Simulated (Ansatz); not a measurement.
**CHSi2 (sextet): from Hartree-Fock to the top rungs, cc-pVTZ**

The task here is to estimate one member of a computed series from the others.

Program: Ansatz 0.2.0, Gaussian basis. Level of theory: cc-pVTZ, core rule «outside noble gas», up to 11 orbitals frozen. These are calculated values, not measurements.

The runs, in order: UHF; CCSD(T) on ROHF; CCSD(T) on UHF; BCCD(T) on ROHF; CCSDT(Q) on ROHF; CCSDT(Q) on UHF.

3 further runs of the same task are left out: 3 set aside as unsound or not needed.

### The geometry

The geometry is a PBE0/def2-TZVP stationary point (not a proven minimum) of the parent state, kept for this charge and spin.

4 atoms, charge 0, spin multiplicity 6.

Atoms are counted from 1 here; the program's logs count them from 0.

Bond lengths: C1–Si2 1.912 Å, C1–Si3 1.729 Å, Si2–Si3 2.317 Å, Si2–H4 1.509 Å. Angles: Si2–C1–Si3 78.8°, C1–Si2–Si3 47.1°, C1–Si2–H4 117.9°, Si3–Si2–H4 119.9°, C1–Si3–Si2 54.1°.

The first run:

in.yaml reads:

```yaml
crystal:
  periodic: [false, false, false]
  atoms:
    - {symbol: C, position_ang: [-0.061244, -1.147988, -0.219952]}
    - {symbol: Si, position_ang: [0.099301, 0.160438, 1.164819]}
    - {symbol: Si, position_ang: [-0.033008, 0.314343, -1.142833]}
    - {symbol: H, position_ang: [-1.117401, 0.450106, 2.008353]}
basis:
  gaussian: {orbitals: cc-pVTZ}
magnetization: {spin_polarized: true, initial_magnetization: 5}
hamiltonian: {xc: hf}
output: {orbitals: {seedname: orbitals}}
```

On the command line:

```
> ansatz run in.yaml --threads 1 --pin off --events-out ev --progress --plain --max-ram 4096MiB --backend cpu
```

Steps of the session up to this table: UHF; CCSD(T) on ROHF; CCSD(T) on UHF; BCCD(T) on ROHF; CCSDT(Q) on ROHF; CCSDT(Q) on UHF.

One table of the session follows, with a row left open; its other results are not shown here.

| method | from UCCSDT(Q) (kcal/mol) |
| --- | --- |
| ROHF | +213.21 |
| UHF | +206.29 |
| RMP2 | +36.69 |
| UMP2 | +38.29 |
| RCCSD | ? |
| UCCSD | +13.41 |
| RCCSD(T) | +2.24 |
| UCCSD(T) | +2.26 |
| BCCD(T) | +2.11 |
| RCCSDT | +1.03 |
| UCCSDT | +0.91 |
| RCCSDT(Q) | +0.13 |
| UCCSDT(Q) | 0 |

**Question.** Estimate the row for RCCSD.

The run gave: from UCCSDT(Q) (kcal/mol): +13.74. In the column «from UCCSDT(Q) (kcal/mol)» it lies between UCCSD (+13.41) and RMP2 (+36.69).

Limits of these values: Restricted and unrestricted rows rest on different reference determinants; where their highest levels disagree by more than a few hundredths of an eV, they describe different states and don't form one ladder.
